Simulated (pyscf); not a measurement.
H₃C–GeH₃ + Cl• → Cl–CH₂–GeH₃ + H•, a substitution at C (doublet surface; C–H broken, C–Cl formed). PySCF, gas phase, ωB97X-D3(BJ)/def2-SVP geometries. Energies in kJ/mol from the separated reactants.

AM1 to PM7: differences of heats of formation from MOPAC, which are fitted to 298 K values and so differ in kind from electronic energies by zero-point and thermal terms. Open shells are spin-unrestricted. 

Problem. Quick AM1 single points give ΔE‡ = 106.9 kJ/mol and ΔE = +59.6 kJ/mol. What does ωB97M-D3(BJ)/def2-TZVP give, and how far is the quick result from it?

Solution. ωB97M-D3(BJ)/def2-TZVP gives ΔE‡ = 172.3 kJ/mol and ΔE = +105.9 kJ/mol. AM1 lies 65.4 kJ/mol under it in the barrier and 46.3 kJ/mol under it in the reaction energy, so on this step it does not hold to within 12.6 kJ/mol. ωB97M-D3(BJ)/def2-TZVP has limits of its own. The same reactants have a lower exit, to GeH₃• + H₃C–Cl (barrier +65.4 kJ/mol at ωB97M-D3(BJ)/def2-TZVP, against +172.3 kJ/mol here). Cl–CH₂–GeH₃ lies 157.1 kJ/mol over its isomer H₃C–GeH₂–Cl (electronic energy, ωB97M-D3(BJ)/def2-TZVP). This is the saddle that the search found; another between the same sides may lie lower. The angle at the attacked C is 179°. Left out: the spin-orbit lowering of Cl. In the def2 sets elements up to Kr have no core potential.
